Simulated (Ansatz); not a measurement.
A made-up structure of C₂H₄B, doublet:

```xyz
7
angstrom
B 1.0672 -0.4212 0.7675
C 0.0676 -0.0268 0.0486
C -1.0807 0.4264 -0.7773
H -2.0049 -0.0890 -0.7158
H -0.9655 1.2613 -1.4201
H 1.7876 -1.2402 0.4029
H 1.2813 0.0293 1.8037
```

It is relaxed with PBE-D4/def2-SVP and then PBE0-D4/def2-TZVP (Ansatz 0.2.0). Atoms count as bonded within 1.22 times the sum of their covalent radii (H–H: 0.88 Å). The end point is not checked to be a true minimum.

Does its bonding change? (A judgement: the text doesn't fix the answer.)

Computed: No: no bond forms or breaks.

Where it ends: The first stage lowers the energy by 1.82 eV in 12 steps. It ends as C₂H₄B ([BH2][C][CH2]):
```
atom    x (Å)    y (Å)    z (Å)
  B1   1.1024  -0.4348   0.7931
  C2  -0.0459   0.0181  -0.0331
  C3  -1.0454   0.4124  -0.7521
  H4  -2.0142  -0.0832  -0.7054
  H5  -0.9613   1.2566  -1.4351
  H6   1.8215  -1.2964   0.3819
  H7   1.2955   0.0669   1.8605
```

Labels in which every atom is bracketed show which atoms are joined, not bond orders.

For scale, one of the runs: PBE0-D4/def2-TZVP relaxation, 117 basis functions, launched by `ansatz run in.yaml --threads 2 --pin off --events-out ev --progress --plain --max-ram 4352MiB`. The run took about 42 s on 2 CPU threads of an Arm Neoverse V1 (shared host).
